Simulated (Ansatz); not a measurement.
`OCC1CO1` + H–F → `FC1CO1` + CH₃OH  (substitution at a C–C bond)

Program: Ansatz. Geometries: PBE0-D4/def2-TZVP. ΔE: electronic, gas phase. CBS: MP2 limit from def2 TZ/QZ plus the TZ coupled-cluster correction, frozen cores. This one scheme is used for every species. Functionals use def2-TZVPP. B3LYP here is the variant with VWN-RPA as its local correlation; programs differ in this. HSE06 is defined as in plane-wave codes. One conformer a species, not always the lowest.

```json
{"level": "HSE06-D4", "ΔE (kJ/mol)": "38.7"}
{"level": "ωB97X-V", "ΔE (kJ/mol)": "33.9"}
{"level": "B2PLYP", "ΔE (kJ/mol)": "35.1"}
{"level": "PBE", "ΔE (kJ/mol)": "29.9"}
{"level": "revPBE", "ΔE (kJ/mol)": "25.5"}
{"level": "B3LYP", "ΔE (kJ/mol)": "25.5"}
{"level": "r2SCANh", "ΔE (kJ/mol)": "33.4"}
{"level": "SCS-MP2/def2-QZVPP", "ΔE (kJ/mol)": "48.7"}
```

Q: What does CCSD(T)/CBS give? (An estimate is asked.)

A: The calculation gave: +49.9 kJ/mol. The listed levels differ from it by -11.2, -16.0, -14.8, -20.0, -24.4, -24.4, -16.5, -1.2 kJ/mol.

Largest T1 diagnostic among the species: 0.012.

At CCSD(T), def2-SVP lies −18.8 kJ/mol from the extrapolated value and def2-TZVPP −4.9 kJ/mol. From r2SCAN to r2SCAN0 (25 % exact exchange), in def2-TZVPP and without D4, ΔE moves by +4.4 kJ/mol. In def2-TZVPP, CCSD(T) changes the Hartree–Fock value by +21.9 kJ/mol (the triples alone add +1.9 kJ/mol) and MP2 by +31.1 kJ/mol.
